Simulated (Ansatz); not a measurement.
C4H7F (`C=CC(C)F`). Charge 0, multiplicity 1.

Cartesian coordinates in Å:
```
C -0.455 0.262 1.909
C -0.685 -0.171 0.680
C 0.373 -0.544 -0.305
C 0.334 0.308 -1.554
F 1.628 -0.427 0.272
H 0.555 0.362 2.287
H -1.270 0.525 2.572
H -1.703 -0.273 0.312
H 0.255 -1.602 -0.575
H 1.116 -0.004 -2.249
H -0.632 0.207 -2.052
H 0.483 1.358 -1.296
```

Task: Give the diagnostics of a CCSD(T)/def2-TZVPP run (frozen core, the Gaussian-basis code of Ansatz). (An estimate is asked.)

Result: The calculation gave: T1 = 0.0106, largest single amplitude 0.013, largest double 0.050, (T) share of the correlation energy 3.7 %, 9 CCSD cycles. The RHF solution is stable towards an unrestricted one. T1 lies under the customary mark of 0.02 for closed shells.
